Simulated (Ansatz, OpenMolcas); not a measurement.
**Worked example: BH2(OH) → BH(OH) + H**

Species: BH2(OH), singlet; BH(OH), doublet; H atom, doublet. 

Shapes, held fixed at every level: PBE0-D4/def2-TZVP. Flexible molecules stand in one conformer, not always the lowest. Programs: Ansatz 0.2.0, OpenMolcas 26.06. A level may come from different programs for different species; with the same settings they agree closely. The zero-point and thermal change to 298 K, harmonic and unscaled (PBE0-D4/def2-TZVP), is -23.9 kJ/mol.

At CCSD(T)/CBS estimate; 1 Eh = 2625.50 kJ/mol:

```
species  energy (Eh)
BH2(OH)  -101.804136
 BH(OH)  -101.128256
      H    -0.500000
```

Task: Work out ΔH(298 K) of the reaction at this level.

Result: 
1. Products less reactants: (-101.128256) + (-0.500000) − [(-101.804136)] = 0.175880 Eh = +461.8 kJ/mol.
2. With the thermal change: +461.8 + (-23.9) = +437.9 kJ/mol.

Other levels give +343.9 (HF/def2-SVP) to +454.1 kJ/mol (SPW92/def2-TZVPP). No measured value is set beside it here. Open shells run unrestricted unless RO is named. The CBS estimate extrapolates MP2 from def2-TZVPP and def2-QZVPP and adds CCSD(T) − MP2 in the triple-zeta set, cores frozen.
